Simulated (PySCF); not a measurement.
Methyl formate, C2H4O2.
Structure used (GFN2-xTB), in Å, numbered top down from 1:
```
atom  x, y, z in Å
C1    -1.0342   -0.0890   -0.0549
O2     0.2155   -0.6650    0.3213
C3     1.3086    0.0411    0.0966
O4     1.3788    1.1261   -0.3987
H5    -1.5704   -0.8209   -0.6573
H6    -0.8651    0.8259   -0.6252
H7    -1.6010    0.1347    0.8493
H8     2.1768   -0.5434    0.4443
```

The closed-shell ground state was solved at several levels (PySCF, density fitting, gas phase, non-relativistic).

```
              level  basis functions  HOMO (eV)  LUMO (eV)  gap (eV)  dipole (D)
        B3LYP/pcJ-1              148      -8.03      -0.01      8.02        2.05
CAM-B3LYP/def2-SVPD              118      -9.97       1.18     11.15        2.10
      PBE0/pcSseg-1               88      -8.31       0.28      8.59        2.05
```

(1) What might PBE0/def2-SVPD (118 basis functions) give for the same quantities?

(2) Over all these levels, which gives the widest orbital gap and which the narrowest?

(3) How far do the dipole and the HOMO energy spread over the levels?

Answers

(1) HOMO -8.47 eV, LUMO 0.00 eV, gap 8.47 eV, dipole 2.08 D.

(2) CAM-B3LYP/def2-SVPD (range-separated hybrid) has the widest, 11.15 eV, and B3LYP/pcJ-1 (global hybrid, 20 % exact exchange) the narrowest, 8.02 eV. Functional and basis both differ between the two, so the spread mixes both effects.

(3) The dipole runs from 2.05 to 2.10 D (mean 2.07 D) and the HOMO from -9.97 to -8.03 eV.

One conformer stands for the species.
